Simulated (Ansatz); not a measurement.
# The silicon atom (triplet): wave-function methods side by side, cc-pVDZ

How much of the correlation energy of the silicon atom (triplet) does each wave-function method recover here?

Computed with Ansatz 0.2.0, Gaussian basis. Level: cc-pVDZ, core rule «outside noble gas», up to 5 orbitals frozen.

Plan: UHF; CCSD(T) on ROHF; CCSD(T) on UHF; BCCD(T) on ROHF; CISD; CCSDT(Q) on ROHF; CCSDT(Q) on UHF; CASSCF and MRCISD+Q, 4 electrons in 4 orbitals; CASSCF and MRCISD+Q(relaxed), 4 electrons in 4 orbitals; CASSCF and NEVPT4(SD), 4 electrons in 4 orbitals; CASSCF and NEVPT2, 4 electrons in 4 orbitals.

### 1 The atom

A free atom, in its lowest state of this spin that the program finds.

1 atom, charge 0, spin multiplicity 3.

### 2 UHF

Contents of in.yaml:

```yaml
crystal:
  periodic: [false, false, false]
  atoms:
    - {symbol: Si, position_ang: [0.000000, 0.000000, 0.000000]}
basis:
  gaussian: {orbitals: cc-pVDZ}
magnetization: {spin_polarized: true, initial_magnetization: 2}
hamiltonian: {xc: hf}
output: {orbitals: {seedname: orbitals}}
```

Started as:

```sh
$ ansatz run in.yaml --threads 1 --pin off --events-out ev --progress --plain --max-ram 2393MiB
```

Further steps of the session: CCSD(T) on ROHF; CCSD(T) on UHF; BCCD(T) on ROHF; CISD; CCSDT(Q) on ROHF; CCSDT(Q) on UHF; CASSCF and MRCISD+Q, 4 electrons in 4 orbitals; CASSCF and MRCISD+Q(relaxed), 4 electrons in 4 orbitals; CASSCF and NEVPT4(SD), 4 electrons in 4 orbitals; CASSCF and NEVPT2, 4 electrons in 4 orbitals.

**Question.** What will the summary of the whole plan be? Wanted: UCCSDT(Q) below the RHF energy; RMP2 from UCCSDT(Q); UMP2 from UCCSDT(Q); RCCSD from UCCSDT(Q); RCCSD(T) from UCCSDT(Q); UCCSD(T) from UCCSDT(Q); RCCSDT(Q) from UCCSDT(Q); NEVPT2 valence from UCCSDT(Q); NEVPT4(SD) valence from UCCSDT(Q).

The runs gave:

| quantity | value |
| --- | --- |
| UCCSDT(Q) below the RHF energy | -1.8799 eV |
| RMP2 from UCCSDT(Q) | +13.05 kcal/mol |
| UMP2 from UCCSDT(Q) | +12.87 kcal/mol |
| RCCSD from UCCSDT(Q) | +0.98 kcal/mol |
| RCCSD(T) from UCCSDT(Q) | +0.29 kcal/mol |
| UCCSD(T) from UCCSDT(Q) | +0.27 kcal/mol |
| RCCSDT(Q) from UCCSDT(Q) | 0.00 kcal/mol |
| NEVPT2 valence from UCCSDT(Q) | +9.14 kcal/mol |
| NEVPT4(SD) valence from UCCSDT(Q) | +0.12 kcal/mol |
| MRCISD+Q valence from UCCSDT(Q) | -1.04 kcal/mol |
| levels within 1 kcal/mol (43 meV) | RCCSD, UCCSD, RCCSD(T), UCCSD(T), BCCD(T), RCCSDT, UCCSDT, RCCSDT(Q), NEVPT4(SD) valence, MRCISD valence |
| T1 diagnostic | 0.022 |
| effectively unpaired electrons | 2.01 |

What this shows: RCCSD(T) misses by +0.29 kcal/mol, 0.7 % of the correlation energy. One determinant dominates. Of the multireference levels listed NEVPT4(SD) valence comes nearest in total energy (+0.12 kcal/mol), which doesn't show that its space is the better one. These misses are within one basis, not against nature; the frozen cores of restricted and unrestricted runs differ, which can shift their rows.
